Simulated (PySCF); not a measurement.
**Electric properties by functional and basis**

Compound: disulfane, H2S2.
SMILES: `SS`

PySCF, dipoles from the SCF density, polarisabilities from static response with core orbitals frozen. Isolated species at its PBE0-D3(BJ)/def2-SVP geometry, gas phase.

Reference polarisability: 6.523 Å³ (computed, CCSD(T)/CBS, static electronic, isotropic average, equilibrium geometry, gas; Hait, Head-Gordon, Phys. Chem. Chem. Phys. 20 (2018) 19800). The anisotropy is √(½[(α1 − α2)² + (α2 − α3)² + (α3 − α1)²]).

```csv
level,μ (D),α (Å³),error (%),anisotropy (Å³)
LDA/def2-SVPD,1.192,6.81,+4.3,2.74
PBE/def2-SVPD,1.140,6.75,+3.5,2.75
B3LYP/def2-SVPD,1.146,6.64,+1.8,2.75
PBE0/def2-SVPD,1.207,6.55,+0.4,2.70
BHandHLYP/def2-SVPD,1.209,6.46,-0.9,2.72
CAM-B3LYP/def2-SVPD,1.201,6.55,+0.4,2.70
wB97X-D/def2-SVPD,1.241,6.49,-0.5,2.68
LC-wPBE/def2-SVPD,1.290,6.35,-2.6,2.60
HF/def2-SVPD,1.299,6.34,-2.8,2.73
PBE0/6-31G*,1.578,4.53,-30.6,3.08
PBE0/def2-SVP,1.480,4.36,-33.2,2.88
PBE0/6-31+G*,1.591,5.17,-20.7,2.62
PBE0/aug-cc-pVDZ,1.216,6.44,-1.3,2.77
PBE0/def2-TZVP,1.268,5.34,-18.1,3.13
PBE0/def2-TZVPD,1.149,6.66,+2.2,2.80
PBE0/aug-cc-pVTZ,1.163,6.63,+1.6,2.80
```

For the polarisability, the smallest error is 0.4% (CAM-B3LYP/def2-SVPD and PBE0/def2-SVPD) and the largest 33.2% (PBE0/def2-SVP). The dipole runs from 1.14 D (PBE/def2-SVPD) to 1.59 D (PBE0/6-31+G*). In one basis (def2-SVPD) the functionals order the polarisability from HF (lowest) to LDA (highest), a spread of 7%. With PBE0 the polarisability is 4.74 Å³ without diffuse functions (mean of 6-31G*, def2-SVP and def2-TZVP) and 6.29 Å³ with them (mean of 6-31+G*, def2-SVPD, aug-cc-pVDZ, def2-TZVPD and aug-cc-pVTZ).
